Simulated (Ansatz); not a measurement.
# PF3 (phosphorus trifluoride): MP2/6-311+G(d,p)

What is the energy change on altering one bond length of PF3 (phosphorus trifluoride) at MP2/6-311+G**? 

The calculation is run with Ansatz 0.2.0.

38 further runs of the same task are left out: 6 that didn't finish, 32 set aside as unsound or not needed.

### Step 1. The system as given

PF3 has 4 atoms, charge 0, and is taken as a singlet. As SMILES, `FP(F)F`. The coordinates come from a PBE0-D4/def2-TZVP relaxation.

Bond lengths: F1–P2 1.572 Å, P2–F3 1.572 Å, P2–F4 1.572 Å. Angles: F1–P2–F3 97.6°, F1–P2–F4 97.6°, F3–P2–F4 97.6°.

### Step 2. The energy at MP2/6-311+G(d,p)

File in.yaml:

```yaml
crystal:
  periodic: [false, false, false]
  atoms:
    - {symbol: F, position_ang: [0.834400, -0.663200, 0.874500]}
    - {symbol: P, position_ang: [-0.297500, 0.314600, 0.392300]}
    - {symbol: F, position_ang: [-1.061900, -0.696500, -0.536900]}
    - {symbol: F, position_ang: [0.525000, 1.045200, -0.730000]}
basis:
  gaussian: {orbitals: 6-311+G_st__st_-spherical.json}
correlation: {method: mp2, frozen_orbitals: {F: 1, P: 5}}
accuracy: high
```

The basis set 6-311+G** is read from a file made from the Basis Set Exchange's data (not shown).

Launch:

```
ansatz run in.yaml --threads 1 --pin off --max-ram 3480MiB --events-out events.jsonl --progress --plain --runs-dir runs
```

The log of the run:

```text
Warning: RAYON_NUM_THREADS=1 ignored (pool sized by the plan → 1); use --threads N
Functional definition: HF
  name "HF"
  exchange = exact_x
  correlation = 0
1724 factors; integrals over basis functions are off by at most 3.4e-9 eV
mean field evaluation 1: about -17391.6261 eV, gradient 4.0e1 eV
mean field evaluation 2: about -17391.6948 eV, gradient 4.1e1 eV
mean field evaluation 4: about -17394.3042 eV, gradient 2.4e0 eV
mean field evaluation 8: about -17394.3333 eV, gradient 2.4e-4 eV
mean field -17394.33334633 eV, -639.2299601750 hartree, gradient 2.7e-8 eV, S^2 0.000000; 0 other end points of the search recorded, 0 dependent functions left out
8 core orbitals not correlated: weight in the atoms' cores, before any rotation towards them, 1.000 or more for the frozen orbitals, at most 0.000 for the correlated occupied ones
reference -17394.33334633 eV, -639.2299601750 hartree; 13, 13 occupied and 75, 75 virtual orbitals, 1724 factors
second order -19.95082656 eV of doubles, -0.00000000 eV of singles
Total energy: -17414.28417289 eV, -639.9631395280 hartree
```

Wall time 2.5 s (1 thread of Arm Neoverse V1, shared host); peak memory 0.23 GiB.

### Step 3. The distorted shape

File in.yaml:

```yaml
crystal:
  periodic: [false, false, false]
  atoms:
    - symbol: F
      position_ang: [0.423128, -1.028519, 1.435680]
    - symbol: P
      position_ang: [-0.708772, -0.050719, 0.953480]
    - symbol: F
      position_ang: [-1.473172, -1.061819, 0.024280]
    - symbol: F
      position_ang: [0.525000, 1.045200, -0.730000]
basis:
  gaussian: {orbitals: 6-311+G_st__st_-spherical.json}
total_charge: 0
correlation: {method: mp2, frozen_orbitals: {F: 1, P: 5}}
accuracy: high
```

The basis set 6-311+G** is read from a file made from the Basis Set Exchange's data (not shown).

Launch:

```
ansatz run in.yaml --threads 1 --pin off --max-ram 3480MiB --events-out events.jsonl --progress --plain --runs-dir runs
```

The log of the run:

```text
Warning: RAYON_NUM_THREADS=1 ignored (pool sized by the plan → 1); use --threads N
[... 4 set-up lines as earlier in the session ...]
1698 factors; integrals over basis functions are off by at most 1.6e-8 eV
mean field evaluation 1: about -17385.8143 eV, gradient 5.1e1 eV
mean field evaluation 2: about -17385.8647 eV, gradient 5.1e1 eV
mean field evaluation 4: about -17390.7982 eV, gradient 5.4e0 eV
mean field evaluation 8: about -17390.8989 eV, gradient 7.4e-1 eV
mean field evaluation 16: about -17390.9043 eV, gradient 6.4e-7 eV
mean field -17390.90427265 eV, -639.1039440416 hartree, gradient 1.5e-8 eV, S^2 0.000000; 0 other end points of the search recorded, 0 dependent functions left out; unrestricted orbitals would lower it
8 core orbitals not correlated: weight in the atoms' cores, before any rotation towards them, 1.000 or more for the frozen orbitals, at most 0.000 for the correlated occupied ones
reference -17390.90427265 eV, -639.1039440416 hartree; 13, 13 occupied and 75, 75 virtual orbitals, 1698 factors
second order -20.75434744 eV of doubles, -0.00000000 eV of singles
Total energy: -17411.65862010 eV, -639.8666522424 hartree
```

It took 2.8 s on 1 thread of Arm Neoverse V1, shared host; peak memory 0.22 GiB.

### Step 4. Summary of results

Level: MP2/6-311+G**, 8 core orbitals frozen.

```
                                                         quantity          value
                                        first shape: total energy  -639.96314 Eh
         first shape: correlation energy (8 core orbitals frozen)     -733.2 mEh
                                    distorted shape: total energy  -639.86665 Eh
     distorted shape: correlation energy (8 core orbitals frozen)     -762.7 mEh
energy change with the P2–F4 bond stretched from 1.572 to 2.357 Å       2.626 eV
```

What this shows: With the P2–F4 bond stretched from 1.572 to 2.357 Å the energy rises by 2.63 eV (61 kcal/mol). The first shape isn't relaxed at this level, so the change isn't measured from a minimum. A restricted reference can't describe the breaking bond well at this length. The restricted solution (distorted shape) is unstable to spin breaking: an unrestricted one lies lower.
